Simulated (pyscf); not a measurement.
Optimised with ωB97X-D3(BJ)/def2-SVP in PySCF.

Question: For `[OH][Zn][SeH]` + `[ClH]` → `[OH][Zn][Cl]` + `[SeH2]`, a four-centre exchange (singlet surface; Se–Zn, Cl–H broken, Cl–Zn, H–Se formed), PBE/def2-TZVP gives ΔE‡ = -0.07 eV and ΔE = -0.14 eV (zero: the separated reactants). In which direction and how far do PBE0-D3(BJ)/def2-TZVP, M06-2X/def2-TZVP, ωB97M-D3(BJ)/def2-TZVP move these?

Answer: PBE0-D3(BJ): ΔE‡ = -0.06 eV, ΔE = -0.16 eV; M06-2X: ΔE‡ = -0.01 eV, ΔE = -0.19 eV; ωB97M-D3(BJ): ΔE‡ = 0.16 eV, ΔE = -0.20 eV. PBE's barrier matches one of them and lies within 0.22 eV of the others. Its reaction energy lies over all of them, by 0.02 to 0.06 eV. On the reactant side the descent ends in a complex, 0.27 eV under the separated species and 0.29 eV under the saddle at ωB97X-D3(BJ)/def2-TZVP. On the product side the descent ends in an adduct with a Se–Zn contact, 0.47 eV under the separated species and 0.63 eV under the saddle at ωB97X-D3(BJ)/def2-TZVP. At PBE, PBE0-D3(BJ), M06-2X the saddle lies under the separated reactants, which points to a path from their complex (located at ωB97X-D3(BJ) alone). What is counted as broken (Se–Zn) persists as a longer contact in the product adduct; parting that adduct is a step of its own. At ωB97X-D3(BJ)/def2-TZVP the barrier from the zero used here is 0.02 eV. One saddle was located; it need not be the lowest between these sides. Elements up to Kr have no core potential and no relativistic terms here.
